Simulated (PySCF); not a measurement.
Ionisation energies (eV) were calculated with PySCF 2.14 by PBE, MP2 (valence), UHF, in another order, as differences of total energies without spin-orbit coupling. The measured values are between term centres (NIST).

```
                                                                                 species  measured       A       B       C
   C⁺ (x2c-QZVPPall with one added diffuse shell each of s, p, d, f type, spin-free X2C)    24.378  24.169  24.852  24.417
   Al (x2c-QZVPPall with one added diffuse shell each of s, p, d, f type, spin-free X2C)     5.977   5.600   6.069   5.844
    P (x2c-QZVPPall with one added diffuse shell each of s, p, d, f type, spin-free X2C)    10.526   9.893  10.476  10.508
   Cl (x2c-QZVPPall with one added diffuse shell each of s, p, d, f type, spin-free X2C)    12.974  11.746  12.952  12.836
   Ar (x2c-QZVPPall with one added diffuse shell each of s, p, d, f type, spin-free X2C)    15.819  14.529  15.684  15.810
Sc (x2c-QZVPPall with one added diffuse shell each of s, p, d, f, g type, spin-free X2C)     6.562   5.388   6.526   6.111
  Ga⁺ (x2c-QZVPPall with one added diffuse shell each of s, p, d, f type, spin-free X2C)    20.515  18.750  20.790  19.494
  In⁺ (x2c-QZVPPall with one added diffuse shell each of s, p, d, f type, spin-free X2C)    18.870  17.015  18.975  17.674
```

Q: Which column is which method?

A: A is UHF (mean error -1.07 eV); B is PBE (mean error 0.09 eV); C is MP2 (valence) (mean error -0.37 eV). Hartree-Fock lacks the correlation of the electron removed and comes out lowest. PBE, with gradient corrections, lies close to experiment on average, with errors of both signs. Valence MP2 in a finite basis recovers only part of the missing correlation, so it stays below experiment on average.
